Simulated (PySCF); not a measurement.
Stepwise substitution at one centre (B Cl-Br). Isolated molecules, 0 K electronic values unless said otherwise. Strings in code marks are SMILES.

The LUMO from two functionals at the same geometries (PBE0-D4/def2-TZVP), both in PySCF: PBE-D3(BJ)/def2-TZVP and B3LYP-D3(BJ)/def2-TZVP. B3LYP has the VWN-RPA correlation part, as in Gaussian. 

```csv
species,B3LYP-D3(BJ)/def2-TZVP (eV)
0 of 3 Cl replaced by Br,-1.85
1 of 3 Cl replaced by Br (`ClB(Cl)Br`),-1.98
2 of 3 Cl replaced by Br (`ClB(Br)Br`),-2.11
3 of 3 Cl replaced by Br,-2.23
```

### Question
What does PBE-D3(BJ)/def2-TZVP give for each?

### Answer

- 0 of 3 Cl replaced by Br: -2.61
- 1 of 3 Cl replaced by Br (`ClB(Cl)Br`): -2.72
- 2 of 3 Cl replaced by Br (`ClB(Br)Br`): -2.82
- 3 of 3 Cl replaced by Br: -2.92
Over these rows, drawn at random from the members with no instability flagged (it was tested for open shells, ions and some series alone), PBE minus B3LYP-D3(BJ): mean -0.72 eV, from -0.76 eV to -0.69 eV.
